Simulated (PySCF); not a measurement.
ethylene (C₂H₄), SMILES C=C. Geometry: PBE-D3(BJ)/def2-TZVP.

Computed equilibrium geometry at PBE-D3(BJ)/def2-TZVP (PySCF confirms it by a frequency run) as Cartesian coordinates in Å, and its point group:
point group D2h.
```xyz
6

C      0.0000     0.0000    -0.6663
C      0.0000     0.0000     0.6663
H      0.0000    -0.9288    -1.2404
H      0.0000     0.9288    -1.2404
H      0.0000     0.9288     1.2404
H      0.0000    -0.9288     1.2404
```
Charge 0, spin multiplicity 1.
